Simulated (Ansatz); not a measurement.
`[OH][AlH][SH]` + H₂ → `[OH][AlH2]` + H₂S at 500 K and 1 bar (hydrogenolysis of the Al–S bond).

Computed with Ansatz on PBE0-D4/def2-TZVP structures; ΔE is electronic, products minus reactants. CCSD(T)/CBS is the MP2 limit (def2-TZVPP, def2-QZVPP) plus CCSD(T) − MP2 in def2-TZVPP, frozen cores. This one scheme is used for every species. One conformer a species, not always the lowest.

```
        species  CCSD(T)/CBS energy (Eh)  H − E (kJ/mol)  S (J/(mol·K))
`[OH][AlH][SH]`               -716.86665           113.1          346.6
             H₂                 -1.17544            41.0          145.5
   `[OH][AlH2]`               -319.03157            95.7          286.7
            H₂S               -398.97279            57.0          224.0
```

H − E and S are ideal-gas, rigid-rotor, harmonic terms from PBE0-D4/def2-TZVP, for one conformer and one mirror image of each species. The MP2-based limit puts H₂ 0.8 mEh under its directly extrapolated value; such offsets cancel only in part. 1 Eh = 2625.50 kJ/mol, R = 8.31446 J/(mol·K).

Question: By hand: ΔE, ΔH, ΔS and ΔG.

Answer: ΔE = (-319.03157) + (-398.97279) − (-716.86665) − (-1.17544) = 0.03773 Eh = 99.1 kJ/mol. Δ(H − E) = 95.7 + 57.0 − 113.1 − 41.0 = -1.4, so ΔH = 97.7 kJ/mol. ΔS = 286.7 + 224.0 − 346.6 − 145.5 = 18.6 J/(mol·K). ΔG = 97.7 − 500 × (18.6)/1000 = 88.4 kJ/mol.

Question: By hand: the equilibrium constant, and the temperature at which ΔG would vanish if ΔH and ΔS stayed fixed.

Answer: log₁₀ K = −ΔG/(RT ln 10) = -9.2. ΔG = 0 at ΔH/ΔS = 5253 K, far beyond where these terms or the molecules hold.

ΔH outweighs TΔS. A doubt of 5 kJ/mol in ΔE shifts log₁₀ K by 0.5 here. Other conformers and mirror images would add mixing entropy, several J/(mol·K) or more a flexible species. These are equilibria of isolated gas molecules and say nothing of rates. Largest T1 diagnostic: 0.012 (customary marks: 0.02 for closed shells, 0.045 for open ones).
